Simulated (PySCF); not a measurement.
# AlH2O (SMILES [O][AlH2]): levels of theory compared

Wanted: a comparison of 5 runs (UB3LYP/pc-0, UB3LYP/pc-1, UB3LYP/aug-pc-1, UB3LYP/pc-2, UB3LYP/aug-pc-2) of AlH2O. 

Program for the calculation: PySCF 2.14.0.

### Step 1. The system as given

AlH2O has 4 atoms, charge 0, and is taken as a doublet. SMILES: `[O][AlH2]`. The shape is that of a PBE0-D4/def2-TZVP optimisation.

Bond lengths: O1–Al2 1.727 Å, Al2–H3 1.578 Å, Al2–H4 1.578 Å. Angles: O1–Al2–H3 115.8°, O1–Al2–H4 115.8°, H3–Al2–H4 128.3°.

### Step 2. The energy at UB3LYP/pc-0 (run 1)

run.py reads:

```python
from pyscf import gto, dft

mol = gto.Mole()
mol.atom = '''
O    0.062600  -0.856300   1.401400
Al   0.011300   0.029900  -0.080400
H   -1.149600  -0.360800  -1.076000
H    1.131100   1.126800  -0.265300
'''
mol.basis = 'pc-0'
mol.max_memory = 1860
mol.spin = 1
mol.verbose = 3
mol.build()

myscf = dft.UKS(mol, xc='b3lyp')
myscf.conv_tol = 1e-10
myscf.grids.level = 4
myscf.kernel()
if not myscf.converged:
    myscf = myscf.newton().run(myscf.mo_coeff, myscf.mo_occ)

e_final = myscf.e_tot
print('Final energy', e_final)
```

Launch:

```console
$ OMP_NUM_THREADS=1 python run.py
```

Output:

```text
converged SCF energy = -318.467564117383  <S^2> = 0.75471164  2S+1 = 2.0047061
Final energy -318.46756411738323
```

Run time: 3.9 s. Hardware: 1 thread of Arm Neoverse V1, shared host; peak memory 0.2 GiB.

### Step 3. The energy at UB3LYP/pc-1 (run 2)

run.py reads:

```python
# [O][AlH2]
from pyscf import gto, dft

system = gto.M(
    atom='''
O      0.118297    -1.618172     2.648262
Al     0.021354     0.056503    -0.151934
H     -2.172429    -0.681813    -2.033345
H      2.137469     2.129343    -0.501344
''',
    unit='bohr',
    spin=1,
    charge=0,
    verbose=4,
    basis='pc-1',
    max_memory=1860,
)

ks = dft.UKS(system)
ks.xc = 'b3lyp'
ks.conv_tol = 1e-10
ks.grids.level = 4
ks.kernel()
if not ks.converged:
    ks = ks.newton().run(ks.mo_coeff, ks.mo_occ)

etot = ks.e_tot
print(f'total energy: {etot:.8f} hartree')
```

Launch:

```console
$ OMP_NUM_THREADS=1 python run.py
```

Output:

```text
PySCF version 2.14.0

[... 53 lines left out ...]
WARN: HOMO -0.326457769601099 >= LUMO -0.3264577696011
[... 50 lines left out ...]
converged SCF energy = -318.812933890061  <S^2> = 0.75412751  2S+1 = 2.0041233
total energy: -318.81293389 hartree
```

Run time: 5.4 s. Hardware: 1 thread of Arm Neoverse V1, shared host; peak memory 0.24 GiB.

Run 3 isn't shown in full; the table further down has it.

### Step 4. The energy at UB3LYP/pc-2 (run 4)

input.py reads:

```python
# [O][AlH2]
from pyscf import gto, dft

mol = gto.Mole()
mol.atom = 'O 0.062600 -0.856300 1.401400; Al 0.011300 0.029900 -0.080400; H -1.149600 -0.360800 -1.076000; H 1.131100 1.126800 -0.265300'
mol.spin = 1
mol.max_memory = 1860
mol.verbose = 4
mol.basis = 'pc-2'
mol.build()

calc0 = dft.UKS(mol, xc='b3lyp')
calc0.conv_tol = 1e-10
calc0.grids.level = 4
calc0.kernel()
if not calc0.converged:
    calc0 = calc0.newton().run(calc0.mo_coeff, calc0.mo_occ)

e_tot = calc0.e_tot
print(f'total energy: {e_tot:.8f} hartree')
```

Launch:

```console
$ OMP_NUM_THREADS=1 python input.py
```

Output:

```text
PySCF version 2.14.0

[... 53 lines left out ...]
WARN: HOMO -0.326626609575097 >= LUMO -0.326626609575099
[... 54 lines left out ...]
converged SCF energy = -318.876534924988  <S^2> = 0.75447716  2S+1 = 2.0044722
total energy: -318.87653492 hartree
```

Wall time 14 s (1 thread of Arm Neoverse V1, shared host); peak memory 0.43 GiB.

### Step 5. The energy at UB3LYP/aug-pc-2 (run 5)

start.xyz reads:

```xyz
4
AlH2O
O      0.062600    -0.856300     1.401400
Al     0.011300     0.029900    -0.080400
H     -1.149600    -0.360800    -1.076000
H      1.131100     1.126800    -0.265300
```

input.py reads:

```python
from pyscf import gto, dft

mol = gto.M(
    atom='start.xyz',
    basis='aug-pc-2',
    max_memory=1860,
    verbose=3,
    charge=0,
    spin=1,
)

calc0 = dft.UKS(mol, xc='b3lyp')
calc0.conv_tol = 1e-10
calc0.grids.level = 4
calc0.kernel()
if not calc0.converged:
    calc0 = calc0.newton().run(calc0.mo_coeff, calc0.mo_occ)

etot = calc0.e_tot
print('E(%s) = %.9f' % ('B3LYP', etot))
```

Launch:

```console
$ OMP_NUM_THREADS=1 python input.py
```

Output:

```text
WARN: HOMO -0.326689981690786 >= LUMO -0.326689981690782

converged SCF energy = -318.877783532292  <S^2> = 0.75464451  2S+1 = 2.0046391
E(B3LYP) = -318.877783532
```

Run time: 32 s. Hardware: 1 thread of Arm Neoverse V1, shared host; peak memory 0.88 GiB.

### Step 6. The series

| run | level | energy (Eh) | dipole moment (D) | HOMO energy (eV) | LUMO energy (eV) | wall time |
| --- | --- | --- | --- | --- | --- | --- |
| 1 | UB3LYP/pc-0 | -318.467564 | 1.54 | -8.38 | -4.52 | 3.9 s |
| 2 | UB3LYP/pc-1 | -318.812934 | 1.87 | -8.65 | -4.76 | 5.4 s |
| 3 | UB3LYP/aug-pc-1 | -318.818945 | 1.94 | -8.83 | -4.95 | 9.3 s |
| 4 | UB3LYP/pc-2 | -318.876535 | 1.94 | -8.79 | -4.84 | 14 s |
| 5 | UB3LYP/aug-pc-2 | -318.877784 | 1.89 | -8.82 | -4.87 | 32 s |

Convergence of the total energy of doublet AlH2O with the basis set, against the last point:

| basis set | from the last (mEh) | wall time |
| --- | --- | --- |
| pc-0 | +410.219 | 3.9 s |
| pc-1 | +64.850 | 5.4 s |
| aug-pc-1 | +58.838 | 9.3 s |
| pc-2 | +1.249 | 14 s |
| aug-pc-2 | +0.000 | 32 s |

Convergence of the dipole moment of doublet AlH2O with the basis set, against the last point:

| basis set | from the last (D) | wall time |
| --- | --- | --- |
| pc-0 | -0.3503 | 3.9 s |
| pc-1 | -0.0174 | 5.4 s |
| aug-pc-1 | +0.0544 | 9.3 s |
| pc-2 | +0.0495 | 14 s |
| aug-pc-2 | +0.0000 | 32 s |

### Step 7. What came out

| quantity | value |
| --- | --- |
| run 5: total energy | -318.87778 Eh |
| run 5: dipole moment | 1.89 D |
| run 5: HOMO energy (highest over α and β) | -8.82 eV |
| run 5: LUMO energy (lowest over α and β) | -4.87 eV |
| run 5: ⟨S²⟩ | 0.755 |

For the total energy of doublet AlH2O to stay within 10 mEh of the last point, pc-2 is the first point of the series from which all later ones do (14 s against 32 s). For the total energy of doublet AlH2O to stay within 2 mEh of the last point, pc-2 is the first point of the series from which all later ones do (14 s against 32 s). For the dipole moment of doublet AlH2O to stay within 0.1 D of the last point, pc-1 is the first point of the series from which all later ones do (5.4 s against 32 s). The dipole moment (its size) runs from 1.54 D (UB3LYP/pc-0) to 1.94 D (UB3LYP/aug-pc-1). All runs together took 66 s, the longest 32 s.
